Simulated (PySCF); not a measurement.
# BF⁺: everyday levels beside a composite calculation

PySCF; the state is a doublet (σ ↑). The composite is CCSD(T) extrapolated to the basis-set limit from two correlation-consistent sets, with core-valence (CV) and scalar-relativistic (SR) terms as its label shows; it has no spin–orbit coupling and nothing beyond (T). Here it is CCSD(T)/CBS(TQ)+CV+SR. It gives Re = 1.208 Å, ωe = 1709 cm⁻¹ and De = 5.08 eV to B⁺ + F.

```
      level        basis     relativity  Re (Å)  ωe (cm⁻¹)  De (eV)
        UHF  def2-TZVPPD  no relativity   1.198       1797     4.18
    UHF-MP2  6-311G(d,p)  no relativity   1.218       1684     5.32
    UHF-MP2      cc-pVTZ  no relativity   1.218       1700     5.65
UHF-SCS-MP2  6-311G(d,p)  no relativity   1.218       1682     4.95
UHF-CCSD(T)  aug-pcseg-1  no relativity   1.232       1633     4.43
        PBE  6-311G(d,p)  no relativity   1.226       1619     5.86
        PBE  aug-pcseg-1  no relativity   1.235       1602     5.67
     r²SCAN  aug-pcseg-1  no relativity   1.226       1646     5.69
      B3LYP  def2-TZVPPD  no relativity   1.215       1688     5.51
       PBE0      cc-pVTZ  no relativity   1.212       1710     5.63
```

Question: Give the difference of each row from the composite.

Answer: 

| level | basis | ΔRe (pm) | Δωe (%) | ΔDe (eV) |
| --- | --- | --- | --- | --- |
| UHF | def2-TZVPPD | -1.0 | +5.1 | -0.90 |
| UHF-MP2 | 6-311G(d,p) | +1.0 | -1.5 | +0.24 |
| UHF-MP2 | cc-pVTZ | +1.0 | -0.5 | +0.57 |
| UHF-SCS-MP2 | 6-311G(d,p) | +1.0 | -1.6 | -0.13 |
| UHF-CCSD(T) | aug-pcseg-1 | +2.4 | -4.4 | -0.65 |
| PBE | 6-311G(d,p) | +1.8 | -5.3 | +0.78 |
| PBE | aug-pcseg-1 | +2.7 | -6.3 | +0.59 |
| r²SCAN | aug-pcseg-1 | +1.8 | -3.7 | +0.61 |
| B3LYP | def2-TZVPPD | +0.7 | -1.2 | +0.43 |
| PBE0 | cc-pVTZ | +0.4 | +0.1 | +0.55 |

Question: Which rows come closest in De?

Answer: UHF-SCS-MP2 in 6-311G(d,p) (-0.13 eV), counted from the composite.

Correlated steps freeze 2 core orbitals. Correlated levels converge slowly with the basis: in double zeta they bind strong bonds too weakly, by up to about 1 eV, and carry superposition errors of some tenths. For an ion De counts to the pair picked by the measured ionisation energies or electron affinities, which need not be the lowest pair at this level. The state is the lowest determinant that a PBE0 search found; another state may lie lower at other levels.
